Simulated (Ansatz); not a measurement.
TiNi (Pm-3m)

The calculation used DFT r2SCAN, scalar-relativistic, plane waves, PAW (Ansatz).

Cutoff 500 eV; k points 14×14×14 on the computed 2-atom cell (Γ-centred); Gaussian smearing, width 0.10 eV; no spin polarisation.

The structure is relaxed at this level of theory with its symmetry kept. Whether it is the stable form of this composition wasn't checked.

```
Ti Ni
1.0
     2.98858    0.00000    0.00000
     0.00000    2.98858    0.00000
     0.00000    0.00000    2.98858
Ti Ni
1 1
Direct
  0.50000 0.50000 0.50000
  0.00000 0.00000 0.00000
```

| Item | Value |
| --- | --- |
| Space group | Pm-3m (No. 221) |
| Volume per atom | 13.35 Å³ |
| Formation energy from the elements' standard states (uncorrected) | -0.337 eV/atom |
| Generalised Kohn–Sham band gap | none (metal) |
| Density of states at the Fermi level | 2.44 states/eV per cell |
| Löwdin character within 0.5 eV of the Fermi level | Ti 3d 62 %, Ni 3d 28 %, unprojected 7 % |
| Bulk modulus | 173 GPa |
| Its pressure derivative | 4.1 |
| Bader charges (e) | Ti (1 in the cell) 1.33, Ni (1 in the cell) -1.33 |

Spin polarisation was left out, and a magnetic state may lie lower.

A ferromagnetic start lost its moments in a first run, so spin was left out; other magnetic orders weren't tried.